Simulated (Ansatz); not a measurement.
Geometry optimisation of the cluster AlSi2⁺.

```yaml
crystal:
  periodic: [false, false, false]
  atoms:
    - {symbol: Al, position_ang: [-0.635580, 1.223837, -0.130395]}
    - {symbol: Si, position_ang: [0.497862, -0.636920, -1.045769]}
    - {symbol: Si, position_ang: [0.137718, -0.586917, 1.176164]}
basis:
  gaussian: {orbitals: def2-TZVP}
total_charge: 1
magnetization: {spin_polarized: true, initial_magnetization: 2}
hamiltonian: {xc: pbe0, dispersion: d4}
scf: {lower_state_search: "off"}
output: {orbitals: {seedname: orbitals}}
relax: {f_tol: 0.02, max_steps: 100}
```

```sh
$ ansatz run in.yaml --threads 4 --pin off --events-out ev --progress --plain --max-ram 3916MiB
```

Shortened log:

```
Functional definition: PBE0
mean field -22331.88152747 eV, -820.6815090414 hartree, gradient 2.8e-6 eV, S^2 2.018660; 0 other end points of the search recorded, 0 dependent functions left out
relax step   1: F+E_penalty+E_count = -22331.98351898 eV  Δ(F+E_penalty+E_count) = +0.000e0 eV  max|allowed force component| = 8.695e-1 eV/Å  Δτ_max = 0.0000 Å  (25 SCF iters, accepted)
mean field -22331.96807024 eV, -820.6846894298 hartree, gradient 3.7e-6 eV, S^2 2.050279; 0 other end points of the search recorded, 0 dependent functions left out
relax step   2: F+E_penalty+E_count = -22332.07000006 eV  Δ(F+E_penalty+E_count) = -8.648e-2 eV  max|allowed force component| = 1.604e0 eV/Å  Δτ_max = 0.0307 Å  (83 SCF iters, accepted)
mean field -22332.06343044 eV, -820.6881938522 hartree, gradient 7.5e-6 eV, S^2 2.018447; 0 other end points of the search recorded, 0 dependent functions left out
relax step   3: F+E_penalty+E_count = -22332.16540254 eV  Δ(F+E_penalty+E_count) = -9.540e-2 eV  max|allowed force component| = 2.019e0 eV/Å  Δτ_max = 0.0209 Å  (52 SCF iters, accepted)
mean field -22332.32606825 eV, -820.6978456137 hartree, gradient 1.9e-6 eV, S^2 2.019235; 0 other end points of the search recorded, 0 dependent functions left out
relax step   4: F+E_penalty+E_count = -22332.42821825 eV  Δ(F+E_penalty+E_count) = -2.628e-1 eV  max|allowed force component| = 1.081e0 eV/Å  Δτ_max = 0.0976 Å  (33 SCF iters, accepted)
mean field -22332.36852031 eV, -820.6994056984 hartree, gradient 3.0e-6 eV, S^2 2.019129; 0 other end points of the search recorded, 0 dependent functions left out
relax step   5: F+E_penalty+E_count = -22332.47066823 eV  Δ(F+E_penalty+E_count) = -4.245e-2 eV  max|allowed force component| = 7.585e-1 eV/Å  Δτ_max = 0.0160 Å  (24 SCF iters, accepted)
mean field -22332.41981005 eV, -820.7012905616 hartree, gradient 2.6e-6 eV, S^2 2.019534; 0 other end points of the search recorded, 0 dependent functions left out
relax step   6: F+E_penalty+E_count = -22332.52206441 eV  Δ(F+E_penalty+E_count) = -5.140e-2 eV  max|allowed force component| = 8.504e-2 eV/Å  Δτ_max = 0.0631 Å  (23 SCF iters, accepted)
mean field -22332.42060479 eV, -820.7013197676 hartree, gradient 1.9e-6 eV, S^2 2.019637; 0 other end points of the search recorded, 0 dependent functions left out
relax step   7: F+E_penalty+E_count = -22332.52291265 eV  Δ(F+E_penalty+E_count) = -8.482e-4 eV  max|allowed force component| = 1.006e-2 eV/Å  Δτ_max = 0.0114 Å  (25 SCF iters, accepted)
Total energy: -22332.52293814 eV, -820.7050804488 hartree
Atom 0 at    -0.711510     1.370210    -0.146567 Å, force     0.005068    -0.010058     0.002108 eV/Å
Atom 1 at     0.527321    -0.708559    -0.986510 Å, force    -0.002042     0.004034    -0.000785 eV/Å
Atom 2 at     0.184189    -0.661651     1.133076 Å, force    -0.003026     0.006024    -0.001323 eV/Å
Dipole moment:    -0.175574     0.338043    -0.035906 e Å
Checks for a lower state left out: stability, starts, cluster_reference, orbital_swaps, neighbouring_geometries, increment
```

Hardware: 4 threads of Arm Neoverse V1 on a shared host. Wall time 10 s.

The structure comes from a short search, and lower isomers may exist.
